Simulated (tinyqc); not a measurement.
Pariser-Parr-Pople SCF with singles CI, for the molecule c1ccsc1 (SMILES; centres numbered as the heavy atoms are written), step by step. Computed by tinyqc, a small Python program that keeps every step. Settings: charge = 0, gamma = MN, start = core, damping = 0.3, iteration cap = 77, excitations kept = 6. Command: `OMP_NUM_THREADS=1 python tinyqc.py 21557 21558 out.jsonl` (the two numbers bound the seeds that draw the settings). One thread of a shared host (Intel(R) Xeon(R) Processor @ 2.60GHz), about 0.01 s of CPU time with the checks. Later iterations appear only in the table of the cycle.

## PPP integrals

Centres (angstrom, eV; a flat drawing with bonds scaled to 1.40 angstrom):
```
centre         x         y  core charge z         W  gamma_rr
1C       1.19100   0.00000              1  11.07000  11.54000
2C       0.36800   1.13300              1  11.07000  11.54000
3C      -0.96300   0.70000              1  11.07000  11.54000
4S      -0.96300  -0.70000              2  23.94000  13.94000
5C       0.36800  -1.13300              1  11.07000  11.54000
```

Resonance integrals (eV):
```
i  j      beta
1  2  -2.50000
2  3  -2.50000
3  4  -2.20000
4  5  -2.20000
5  1  -2.50000
```

Mataga-Nishimoto: gamma = 14.399645/(R + a), a = 2 x 14.399645/(gamma_rr + gamma_ss); H_rr = -W_r - sum_(s != r) z_s gamma_rs; H_rs = beta for bonds.

repulsion gamma_rs (eV), order 1C, 2C, 3C, 4S, 5C:
```
[[11.54000, 5.43759, 4.09932, 4.24123, 5.43759],
 [5.43759, 11.54000, 5.43903, 4.24075, 4.09802],
 [4.09932, 5.43903, 11.54000, 5.69095, 4.09887],
 [4.24123, 4.24075, 5.69095, 13.94000, 5.69171],
 [5.43759, 4.09802, 4.09887, 5.69171, 11.54000]]
```

core matrix H (eV), order 1C, 2C, 3C, 4S, 5C:
```
[[-34.52696, -2.50000, 0.00000, 0.00000, -2.50000],
 [-2.50000, -34.52615, -2.50000, 0.00000, 0.00000],
 [0.00000, -2.50000, -36.08913, -2.20000, 0.00000],
 [0.00000, 0.00000, -2.20000, -43.80465, -2.20000],
 [-2.50000, 0.00000, 0.00000, -2.20000, -36.08792]]
```

## Starting guess

pi electrons, sum of z_r less the charge = 6

Orbitals of the core matrix H.

P at the start, order 1C, 2C, 3C, 4S, 5C:
```
[[0.87863, 0.50902, 0.05339, -0.18711, 0.82964],
 [0.50902, 0.87833, 0.82958, -0.18713, 0.05353],
 [0.05339, 0.82958, 1.17891, 0.26973, -0.45186],
 [-0.18711, -0.18713, 0.26973, 1.88567, 0.26983],
 [0.82964, 0.05353, -0.45186, 0.26983, 1.17846]]
```

## Iteration 1: Fock matrix

F_rr = H_rr + P_rr gamma_rr / 2 + sum_(s != r) P_ss gamma_rs; F_rs = H_rs - P_rs gamma_rs / 2; E = tr P (H + F) / 2 + core repulsion sum_(r<s) z_r z_s gamma_rs.

F (eV), order 1C, 2C, 3C, 4S, 5C:
```
[[-5.44300, -3.88393, -0.10943, 0.39678, -4.75563],
 [-3.88393, -5.44241, -4.75607, 0.39679, -0.10968],
 [-0.10943, -4.75607, -5.34615, -2.96752, 0.92605],
 [0.39678, 0.39679, -2.96752, -9.79370, -2.96789],
 [-4.75563, -0.10968, 0.92605, -2.96789, -5.34626]]
```

pi energy = -84.80093 eV

## Iteration 1: orbitals and new P

Diagonalise F (the basis is taken as orthonormal) and form P = 2 sum c c over the lowest orbitals; 0.3 of the old P is kept.

orbital energies (eV): [-13.51631, -10.14583, -9.12534, 0.12166, 1.29431]

P after iteration 1, order 1C, 2C, 3C, 4S, 5C:
```
[[1.01822, 0.52397, -0.04320, -0.21853, 0.81396],
 [0.52397, 1.01808, 0.81396, -0.21850, -0.04314],
 [-0.04320, 0.81396, 1.09527, 0.38054, -0.41063],
 [-0.21853, -0.21850, 0.38054, 1.77334, 0.38061],
 [0.81396, -0.04314, -0.41063, 0.38061, 1.09509]]
```

## Iteration 2: Fock matrix

As before.

F (eV), order 1C, 2C, 3C, 4S, 5C:
```
[[-5.15028, -3.92455, 0.08854, 0.46341, -4.71300],
 [-3.92455, -5.14996, -4.71358, 0.46331, 0.08839],
 [0.08854, -4.71358, -5.47742, -3.28283, 0.84157],
 [0.46341, 0.46331, -3.28283, -10.34247, -3.28316],
 [-4.71300, 0.08839, 0.84157, -3.28316, -5.47775]]
```

pi energy = -85.42810 eV

## Iteration 2: orbitals and new P

As before.

orbital energies (eV): [-13.83878, -10.29754, -9.20770, 0.08316, 1.66299]

P after iteration 2, order 1C, 2C, 3C, 4S, 5C:
```
[[1.05758, 0.53729, -0.07388, -0.23384, 0.80166],
 [0.53729, 1.05751, 0.80168, -0.23380, -0.07386],
 [-0.07388, 0.80168, 1.08221, 0.42616, -0.39756],
 [-0.23384, -0.23380, 0.42616, 1.72054, 0.42621],
 [0.80166, -0.07386, -0.39756, 0.42621, 1.08215]]
```

## Convergence

Stop when output and input P, before any damping, agree to 1e-7.

Course of the cycle:
```
iteration       E (eV)  largest |P(out) - P(in)|
1          -84.8009326                  2.00e-01
2          -85.4280959                  7.54e-02
3          -85.6435636                  3.57e-02
4          -85.7150916                  1.71e-02
5          -85.7383779                  8.28e-03
6          -85.7458990                  4.09e-03
7          -85.7483274                  2.28e-03
8          -85.7491154                  1.42e-03
9          -85.7493733                  8.82e-04
10         -85.7494586                  5.47e-04
11         -85.7494872                  3.39e-04
...                ...                       ...
18         -85.7495020                  1.17e-05
19         -85.7495020                  7.24e-06
20         -85.7495020                  4.47e-06
21         -85.7495020                  2.76e-06
22         -85.7495020                  1.71e-06
23         -85.7495020                  1.05e-06
24         -85.7495020                  6.51e-07
25         -85.7495020                  4.02e-07
26         -85.7495020                  2.49e-07
27         -85.7495020                  1.54e-07
28         -85.7495020                  9.49e-08
```

Converged in 28 iterations.

## Converged orbitals

Charges are z - P_rr.

orbital energies (eV): [-14.14056, -10.35769, -9.20107, 0.07588, 1.83701]

coefficients, order 1C, 2C, 3C, 4S, 5C:
```
[[0.27585, 0.57707, 0.35683, -0.30148, -0.61047],
 [0.27587, 0.57719, -0.35661, -0.30126, 0.61059],
 [0.40188, 0.10670, -0.61051, 0.57190, -0.35683],
 [0.72442, -0.55779, -0.00011, -0.40507, 0.00005],
 [0.40188, 0.10645, 0.61056, 0.57202, 0.35662]]
```

pi charges: [-0.07286, -0.07284, -0.09122, 0.32816, -0.09124]

## Singles CI, singlets

Over the 6 single excitations with the smallest orbital gaps: A = (e_a - e_i) delta + 2 (ia|jb) - (ij|ab), with (pq|rs) = sum c_mp c_mq gamma_mn c_nr c_ns. f = 2/3 w |mu|^2 in atomic units, mu = sqrt2 sum c_ia sum_m c_mi c_ma R_m.

singlet CI matrix (eV), order 3>4, 2>4, 3>5, 2>5, 1>4, 1>5:
```
[[6.26673, 0.00043, 0.00055, -0.16595, 0.00020, 0.39351],
 [0.00043, 6.79251, 0.93240, 0.00000, 0.05556, 0.00023],
 [0.00055, 0.93240, 7.55431, -0.00001, 0.24924, 0.00033],
 [-0.16595, 0.00000, -0.00001, 8.54029, 0.00027, 0.29218],
 [0.00020, 0.05556, 0.24924, 0.00027, 10.08210, -0.00003],
 [0.39351, 0.00023, 0.00033, 0.29218, -0.00003, 11.66463]]
```

singlet excitation energies (eV): [6.16399, 6.22307, 8.15137, 8.53080, 10.11356, 11.71779]

oscillator strengths: [0.04869, 0.38789, 1.00815, 0.32603, 0.01080, 0.01922]

## Singles CI, triplets

Over the 6 single excitations with the smallest orbital gaps: A = (e_a - e_i) delta - (ij|ab), with (pq|rs) = sum c_mp c_mq gamma_mn c_nr c_ns.

triplet CI matrix (eV), order 3>4, 2>4, 3>5, 2>5, 1>4, 1>5:
```
[[2.75750, -0.00014, -0.00015, -0.80452, -0.00029, -1.14076],
 [-0.00014, 4.59750, -0.80452, 0.00024, 0.44175, 0.00021],
 [-0.00015, -0.80452, 4.98488, 0.00026, -1.14076, 0.00051],
 [-0.80452, 0.00024, 0.00026, 5.61029, 0.00021, -1.01363],
 [-0.00029, 0.44175, -1.14076, 0.00021, 7.60826, 0.00012],
 [-1.14076, 0.00021, 0.00051, -1.01363, 0.00012, 10.61927]]
```

triplet excitation energies (eV): [2.31943, 3.91902, 5.09756, 5.73426, 8.17406, 10.93337]
